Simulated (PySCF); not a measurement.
C3H4N2: core ionisation energies

Compound: Z-3-amino-2-propenenitrile, C3H4N2.
Cartesian coordinates in Å at the PBE0-D3(BJ)/def2-SVP level; atoms count from 1:
```xyz
9
C3H4N2 angstrom
N      2.2853   -1.2875   -0.5661
C      1.6279   -0.3473   -0.3717
C      0.7656    0.7478   -0.1229
C     -0.5525    0.5401    0.1429
N     -1.1764   -0.6530    0.1851
H      1.1683    1.7599   -0.1476
H     -1.1931    1.4058    0.3348
H     -2.1422   -0.7263    0.4619
H     -0.6501   -1.5089    0.0580
```

Theory: delta-SCF UKS SCAN, pcX-2 on the ionised atom, pcseg-1 elsewhere, spin-free X2C in PySCF. These are vertical core ionisation energies against the vacuum level, from separate self-consistent calculations with and without the core hole.

Problem. List the computed XPS lines with their assignment.

Solution. 
```
atom(s)                      environment  level  binding energy (eV)  above the level's lowest (eV)  count
     N5                 enamine nitrogen   N 1s               406.46                          +2.24      1
     N1                 nitrile nitrogen   N 1s               404.22                           0.00      1
     C4  vinylic carbon bearing nitrogen   C 1s               292.44                          +1.49      1
     C2                   nitrile carbon   C 1s               291.69                          +0.74      1
     C3                 alkene CH carbon   C 1s               290.95                           0.00      1
```

The listed C 1s values span 1.49 eV, from C3 (bonded to C (double bond), C and H) to C4 (bonded to N, C (double bond) and H). The widest gap between neighbouring values is 0.75 eV, between 291.69 and 292.44 eV.

The listed N 1s values span 2.24 eV, from N1 (bonded to C (triple bond)) to N5 (bonded to C and 2 H). Summing the Pauling electronegativity differences to the bonded atoms, each weighted by its formal bond order, gives -1.47 for the lowest site and -2.17 for the highest; the largest sum, -1.47, belongs to N1, 2.24 eV below the top. The smallest sum, -2.17, belongs to N5, 2.24 eV above the lowest.

Problem. What is the longest wavelength that can ionise C 1s of C4 vertically?

Solution. λ = hc/E = 12398.42 eV Å / 292.44 eV = 42.396 Å.

Problem. Which photon energy gives electrons from C 1s of C4 a kinetic energy of 150 eV, and what is their de Broglie wavelength?

Solution. hν = 292.44 + 150 = 442.44 eV, recoil neglected; λ = 12.264 Å/√(E/eV) = 1.00 Å.

Spin contamination (⟨S²⟩ against 0.75 for a pure doublet) is marked for C 1s of C4 (0.94), which makes this value less certain. Isolated species at its PBE0-D3(BJ)/def2-SVP geometry, gas phase.
